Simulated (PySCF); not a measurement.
C₆H₅F.
InChI=1S/C6H5F/c7-6-4-2-1-3-5-6/h1-5H

Computed with PySCF 2.14.0, PBE0-D3(BJ)/def2-SVP geometry optimisation, gas phase.

Masses are those of the commonest isotopes; rigid-rotor values at the optimised geometry. 

Question: Give the principal moments of inertia and the rotational constants in cm⁻¹.

Answer: Ia = 88.94, Ib = 196.32, Ic = 285.25 u·Å²; 505379 MHz·u·Å²/I gives 5683, 2574 and 1772 MHz, that is A = 0.18955, B = 0.08587, C = 0.05910 cm⁻¹.

Question: What kind of rotor is it?

Answer: An asymmetric top: κ = (2 × 2574 − 5683 − 1772)/(5683 − 1772) = -0.59.

Question: Is it planar, by Δ = Ic − Ia − Ib?

Answer: Planar: Δ = Ic − Ia − Ib = 0.00 u·Å². For a rigid frame Δ = −2 Σ m c², so it vanishes when all atoms lie in the ab plane; here none is more than 0.01 Å from it.

Question: Where do the levels up to J = 4 lie, in MHz?

Answer: Above 0(0,0):
J = 1: 1(0,1) 4346, 1(1,1) 7454, 1(1,0) 8257
J = 2: 2(0,2) 12902, 2(1,2) 15344, 2(1,1) 17752, 2(2,1) 27076, 2(2,0) 27212
J = 3: 3(0,3) 25419, 3(1,3) 27099, 3(1,2) 31900, 3(2,2) 40114, 3(2,1) 40772, 3(3,1) 57741, 3(3,0) 57756
J = 4: 4(0,4) 41625, 4(1,4) 42644, 4(1,3) 50568, 4(2,3) 57391, 4(2,2) 59225, 4(3,2) 75359, 4(3,1) 75460, 4(4,1) 99719, 4(4,0) 99721
The levels of one J sum to (2J + 1)J(J + 1)(A + B + C)/3.

Question: Predict some low-J microwave lines.

Answer: The dipole components are |μa| = 1.35 D, |μb| = 0.00 D, |μc| = 0.00 D; the symmetry axis of this C2v structure is a, so μb and μc vanish by symmetry and there are no b-type or c-type lines. Some lines, for components of 0.1 D or more:

| type | branch | J(Ka,Kc) | MHz | lower level (cm⁻¹) |
| --- | --- | --- | --- | --- |
| a | Q | 3(2,1) ← 3(2,2) | 658 | 1.338 |
| a | Q | 1(1,0) ← 1(1,1) | 803 | 0.249 |
| a | Q | 2(1,1) ← 2(1,2) | 2408 | 0.512 |
| a | R | 1(0,1) ← 0(0,0) | 4346 | 0.000 |
| a | Q | 3(1,2) ← 3(1,3) | 4801 | 0.904 |
| a | R | 2(1,2) ← 1(1,1) | 7889 | 0.249 |
| a | R | 2(0,2) ← 1(0,1) | 8556 | 0.145 |
| a | R | 2(1,1) ← 1(1,0) | 9495 | 0.275 |
| a | R | 3(1,3) ← 2(1,2) | 11755 | 0.512 |
| a | R | 3(0,3) ← 2(0,2) | 12517 | 0.430 |
| a | R | 3(2,2) ← 2(2,1) | 13038 | 0.903 |
| a | R | 3(2,1) ← 2(2,0) | 13559 | 0.908 |
| a | R | 3(1,2) ← 2(1,1) | 14148 | 0.592 |

Question: Estimate the classical rotational partition function at 50 K, 100 K and 500 K.

Answer: Point group C2v, symmetry number σ = 2; q = (√π/σ)·√((kT/h)³/(ABC)), k/h = 20836.6 MHz/K: 5850 at 50 K, 16600 at 100 K, 185000 at 500 K.

PBE0-D3(BJ)/def2-SVP frequencies: not computed here. Zero-point vibration and centrifugal distortion are left out.
